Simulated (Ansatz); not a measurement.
Geometry optimisation, Ansatz 0.2.0, RKS r2SCANh-D4/def2-SVP.

Input file:

```yaml
crystal:
  periodic: [false, false, false]
  atoms:
    - { symbol: Si, position_ang: [0.20702, 0.002905, 0.077239] }
    - { symbol: F, position_ang: [0.468002, 0.028374, 1.647275] }
    - { symbol: H, position_ang: [1.630246, 0.044197, -0.188296] }
    - { symbol: Cl, position_ang: [-0.816763, 1.660603, -0.544501] }
    - { symbol: H, position_ang: [-0.560906, -1.189379, -0.335116] }
basis:
  gaussian: { orbitals: def2-SVP }
hamiltonian:
  xc: r2scanh
  dispersion: d4
relax:
  f_tol: 0.03
  max_steps: 50
```

Launched with:

```bash
$ ansatz run input.yaml --threads 2 --pin off --max-ram 3072MiB --backend cpu --events-out ev --progress --plain --runs-dir out
```

Q: Where does it end, and by what steps?

A: The run converged. After 4 steps the energy has fallen by 0.261 eV; H3 moved furthest, 0.20 Å.

```json
{"step": "0", "energy less start (eV)": "0.0000", "largest force component (eV/Å)": "1.427", "accepted": "yes"}
{"step": "1", "energy less start (eV)": "-0.2439", "largest force component (eV/Å)": "0.186", "accepted": "yes"}
{"step": "2", "energy less start (eV)": "-0.2584", "largest force component (eV/Å)": "0.198", "accepted": "yes"}
{"step": "3", "energy less start (eV)": "-0.2607", "largest force component (eV/Å)": "0.057", "accepted": "yes"}
{"step": "4", "energy less start (eV)": "-0.2608", "largest force component (eV/Å)": "0.013", "accepted": "yes"}
```

```xyz
5
Properties=species:S:1:pos:R:3
Si 0.248 0.004 0.124
F 0.302 0.026 1.736
H 1.633 0.050 -0.388
Cl -0.760 1.669 -0.518
H -0.495 -1.202 -0.298
```

The run took 2.9 s on 2 threads of AMD EPYC 9R45 96-Core Processor (Zen 5), on a shared host, peak memory 0.17 GiB.
